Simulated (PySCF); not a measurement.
ethylamine cation (C₂H₇N), SMILES CCN (connectivity only; charge and spin as stated), charge +1, multiplicity 2.

Geometry: B3LYP-D3(BJ)/def2-TZVP. The multiplicity is an assumed one; other spin states were not compared. One conformer was computed; it need not be the lowest.

Method: PySCF 2.14.0 with TDA-PBE/def2-SVPD.

Vertical excitations. Gas-phase values at a fixed geometry.

| state | energy (eV) | λ (nm) | f | main pairs |
|---|---|---|---|---|
| root 1 | 2.64 | 470 | 0.000 | β HOMO−1→LUMO 100 % |
| root 2 | 2.84 | 436 | 0.034 | β HOMO→LUMO 97 % |
| root 3 | 3.32 | 374 | 0.000 | β HOMO−2→LUMO 100 % |
| root 4 | 6.22 | 199 | 0.097 | β HOMO−3→LUMO 94 % |
| root 5 | 6.31 | 197 | 0.006 | β HOMO−4→LUMO 98 % |
| root 6 | 7.96 | 156 | 0.000 | α HOMO→LUMO 8 %, β HOMO−5→LUMO 91 % |
| root 7 | 8.11 | 153 | 0.000 | α HOMO→LUMO 91 %, β HOMO−5→LUMO 8 % |
| root 8 | 9.08 | 137 | 0.007 | α HOMO→LUMO+1 69 %, β HOMO→LUMO+1 29 % |
| root 9 | 9.18 | 135 | 0.006 | α HOMO−1→LUMO 74 %, β HOMO−1→LUMO+1 25 % |
| root 10 | 9.18 | 135 | 0.007 | α HOMO→LUMO+1 30 %, α HOMO−2→LUMO 5 %, β HOMO→LUMO+1 64 % |
Unrestricted roots are not spin-pure.
